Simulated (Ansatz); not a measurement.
**ClH₄PSi: vertical ionisation energy**

One table from this session's results is given with a row withheld; the runs are named, their logs left out.

Method: unrestricted cation, the program's frozen cores in correlated methods; program: Ansatz 0.2.0, Gaussian basis.

The runs, in order: UKS PBE-D4/def2-TZVPP; UKS r2SCAN-D4/def2-TZVPP; UKS PBE0-D4/def2-TZVPP; UKS B3LYP-D4/def2-TZVPP; UKS wB97X-V/def2-TZVPP; UKS wB97M-V/def2-TZVPP; UKS B2PLYP/def2-TZVPP; UHF-CCSD(T)/def2-TZVPP; UHF-MP2/def2-QZVPP; extrapolation to the limit; then −ε(HOMO) from the neutral's earlier runs with LDA (SPW92), PBE-D4, revPBE-D4, BLYP-D4, r2SCAN-D4, B97M-V, PBE0-D4, B3LYP-D4, r2SCANh-D4, r2SCAN0-D4, HSE06-D4, BHLYP-D4, CAM-B3LYP-D4, LC-ωPBE, ωB97X-V, ωB97M-V.

## The relaxed structure

An earlier PBE0-D4 in a triple-zeta def2 set relaxation fixed the geometry.

7 atoms, charge 0, spin multiplicity 1.

Atoms are counted from 1 here; the program's logs count them from 0.

Bond lengths: P1–Si2 2.245 Å, P1–H4 1.421 Å, P1–H5 1.424 Å, Si2–Cl3 2.058 Å, Si2–H6 1.483 Å, Si2–H7 1.483 Å. Angles: Si2–P1–H4 93.0°, Si2–P1–H5 91.7°, H4–P1–H5 93.3°, P1–Si2–Cl3 108.1°, P1–Si2–H6 108.9°, P1–Si2–H7 114.4°, Cl3–Si2–H6 108.3°, Cl3–Si2–H7 107.2°, H6–Si2–H7 109.7°.

The first run:

Contents of in.yaml:

```yaml
crystal:
  periodic: [false, false, false]
  atoms:
    - {symbol: P, position_ang: [-1.489501, 0.145015, -0.279860]}
    - {symbol: Si, position_ang: [0.627878, -0.034864, 0.444640]}
    - {symbol: Cl, position_ang: [0.826479, -1.849760, 1.394309]}
    - {symbol: H, position_ang: [-1.259124, -0.706526, -1.393657]}
    - {symbol: H, position_ang: [-1.183519, 1.325874, -1.013663]}
    - {symbol: H, position_ang: [0.890878, 1.039424, 1.432668]}
    - {symbol: H, position_ang: [1.648110, 0.012836, -0.630138]}
basis:
  gaussian: {orbitals: def2-TZVPP}
total_charge: 1
magnetization: {spin_polarized: true, initial_magnetization: 1}
hamiltonian: {xc: pbe, dispersion: d4}
```

Run with:

```bash
$ ansatz run in.yaml --threads 2 --pin off --events-out ev --progress --plain --max-ram 4352MiB
```

Steps of the session up to this table: Cation, UKS PBE-D4/def2-TZVPP; Cation, UKS r2SCAN-D4/def2-TZVPP; Cation, UKS PBE0-D4/def2-TZVPP; Cation, UKS B3LYP-D4/def2-TZVPP; Cation, UKS wB97X-V/def2-TZVPP; Cation, UKS wB97M-V/def2-TZVPP; Cation, UKS B2PLYP (frozen core)/def2-TZVPP; Cation, UHF-CCSD(T)/def2-TZVPP; Cation, UHF-MP2/def2-QZVPP.

One table of the session follows, with a row left open; its other results are not shown here.

For comparison, −ε(HOMO) of the neutral from earlier runs:

| functional | −ε(HOMO) (eV) |
| --- | --- |
| LDA (SPW92) | 6.84 |
| PBE-D4 | ? |
| revPBE-D4 | 6.71 |
| BLYP-D4 | 6.59 |
| r2SCAN-D4 | 7.01 |
| B97M-V | 7.13 |
| PBE0-D4 | 7.88 |
| B3LYP-D4 | 7.66 |
| r2SCANh-D4 | 7.42 |
| r2SCAN0-D4 | 8.04 |
| HSE06-D4 | 7.48 |
| BHLYP-D4 | 8.87 |
| CAM-B3LYP-D4 | 9.15 |
| LC-ωPBE | 10.50 |
| ωB97X-V | 10.16 |
| ωB97M-V | 9.97 |

**Question.** Estimate the row for PBE-D4.

**Answer.** −ε(HOMO) (eV): 6.75. In the column «−ε(HOMO) (eV)» it lies between revPBE-D4 (6.71) and LDA (SPW92) (6.84).
